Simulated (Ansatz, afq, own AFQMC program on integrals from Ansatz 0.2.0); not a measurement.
**BeNH2, quartet: AFQMC among the cluster methods**

```xyz
4

N     0.0000   -0.0485    1.0227
Be    0.0000   -0.1545   -1.6132
H     0.0000    0.7586    1.6527
H     0.0000    1.2963   -1.4411
```

Connectivity, by distances: NH ··· BeH.

Basis cc-pVDZ. Only valence electrons are correlated. AFQMC by an in-house program on the Cholesky factors that Ansatz 0.2.0 writes for its CCSD(T) run. The CISD trial takes its coefficients from CCSD amplitudes. Released means that phaseless walkers are propagated on without the constraint, phases kept. Error bars are statistical, one sigma.

Determinant: UHF, the one that the program's search chose, which needn't be the lowest solution. The geometry is a point of a scan.

No full CI on the walks' own integrals is used here; CCSDT(Q) serves as the reference and is uncertain by about the last step of the cluster series.

Cautions: lower spins were not checked; the ph-AFQMC/CISD walk drifts between its halves (2.7 errors).

```
T1 diagnostic                               : 0.0128
weight of the determinant in the CISD state : 0.925
⟨S²⟩ of the determinant                     : 3.768
size of the correlated space                : 9 electrons in 36 orbitals
```

Reference: CCSDT(Q), correlation energy -4.551 eV. The released energy is read at 2.40 1/Eh (meV from the phaseless value at times in 1/Eh: 11 ± 7 at 0.24, 3 ± 7 at 0.51, 3 ± 7 at 0.99, -10 ± 7 at 1.62, -5 ± 9 at 2.40).

```json
{"level": "HF", "E − E(reference) (kJ/mol)": "439.1", "share of correlation (%)": "0.00"}
{"level": "MP2", "E − E(reference) (kJ/mol)": "87.3", "share of correlation (%)": "80.11"}
{"level": "CCSD", "E − E(reference) (kJ/mol)": "8.2", "share of correlation (%)": "98.12"}
{"level": "CCSD(T)", "E − E(reference) (kJ/mol)": "2.0", "share of correlation (%)": "99.55"}
{"level": "CCSDT", "E − E(reference) (kJ/mol)": "0.3", "share of correlation (%)": "99.92"}
{"level": "ph-AFQMC/HF", "E − E(reference) (kJ/mol)": "-4.1 ± 3.4", "share of correlation (%)": "100.92"}
{"level": "ph-AFQMC/CISD", "E − E(reference) (kJ/mol)": "-0.4 ± 0.7", "share of correlation (%)": "100.09"}
{"level": "released AFQMC", "E − E(reference) (kJ/mol)": "-0.9 ± 0.9", "share of correlation (%)": "100.20"}
```

A walk keeps the symmetry of its determinant, which the program's search chose and which needn't be the lowest solution, so a lower state of the same spin and another symmetry isn't excluded. Released energies are given only where the last usable release times agree within the noise; a slower fall can still hide under it.
